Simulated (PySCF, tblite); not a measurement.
## methanol and dimethyl ether

A gas-phase complex of methanol and dimethyl ether; neutral, singlet. The structure comes from a short search (6 tight-binding starts) and was relaxed by PBE0-D3(BJ)/def2-SVPD; another way of binding may lie lower. No frequency run checks that it is a minimum.

| part | name | SMILES | atoms | charge | multiplicity |
| --- | --- | --- | --- | --- | --- |
| 1 | methanol | CO | 1–6 | 0 | 1 |
| 2 | dimethyl ether | COC | 7–15 | 0 | 1 |

Coordinates in Å:
```
C1     -0.151    0.114    0.218
O2      0.769   -0.311   -0.746
H3     -0.113   -0.498    1.138
H4     -1.160    0.018   -0.207
H5     -0.005    1.173    0.503
H6      1.652   -0.330   -0.346
C7      4.080    0.123    1.285
O8      3.219   -0.682    0.529
C9      3.641   -2.013    0.410
H10     4.179   -0.261    2.317
H11     5.085    0.170    0.830
H12     3.654    1.132    1.318
H13     3.706   -2.500    1.400
H14     2.902   -2.541   -0.204
H15     4.630   -2.074   -0.079
```

Contacts between parts, classed by geometry: H6···O8 1.829 Å (hydrogen bond, 169°).

Interaction energies are complex less parts, with the parts frozen as they stand in it; counterpoise-corrected, in kcal/mol (PySCF).

Question: Give the interaction energy at each level run.

Answer: 
```json
{"level": "wB97M-D3(BJ)/def2-SVPD", "interaction": "-5.98", "superposition error removed": "-1.16"}
{"level": "PBE0-D3(BJ)/def2-SVPD", "interaction": "-6.21", "superposition error removed": "-1.09"}
```

Question: What holds them together? Decompose the wB97M-D3(BJ)/def2-SVPD energy: frozen parts, their antisymmetrised product, then relaxation.

Answer: electrostatic -10.2, Pauli repulsion +9.8, orbital relaxation -5.3, dispersion correction -1.4 kcal/mol, which sum to the value before the counterpoise correction; the Pauli term holds the exchange-correlation of the frozen density too. Of the attraction, 60 % is electrostatic, 32 % is orbital relaxation, 9 % is dispersion correction.

The orbital term holds the superposition error of 1.2 kcal/mol.

The parts were also relaxed and run alone, at the levels used for the complex: shieldings by PBE0/pcSseg-1; core levels by delta-SCF with SCAN, pcX-2 on the ionised atom and pcseg-1 elsewhere, spin-free X2C.

Question: What does binding change?

Answer: 
| property | alone | in the complex | change |
| --- | --- | --- | --- |
| O2–H6 bond (Å) | 0.960 | 0.969 | +0.010 |
| shielding of H6 (ppm) | 32.07 | 28.73 | -3.33 |
| shielding of O8 (ppm) | 333.9 | 334.5 | +0.6 |
| shielding of O2 (ppm) | 332.0 | 344.6 | +12.6 |
| C1 1s core level (eV) | 292.45 | 291.78 | -0.67 |
| O2 1s core level (eV) | 539.00 | 537.77 | -1.23 |
| O8 1s core level (eV) | 538.55 | 539.05 | +0.49 |

The 4 runs behind this took 2.9 min in all, one thread each of Intel Xeon Platinum 8375C on a shared host, launched as `OMP_NUM_THREADS=1 python cluster_run.py task.json out`.
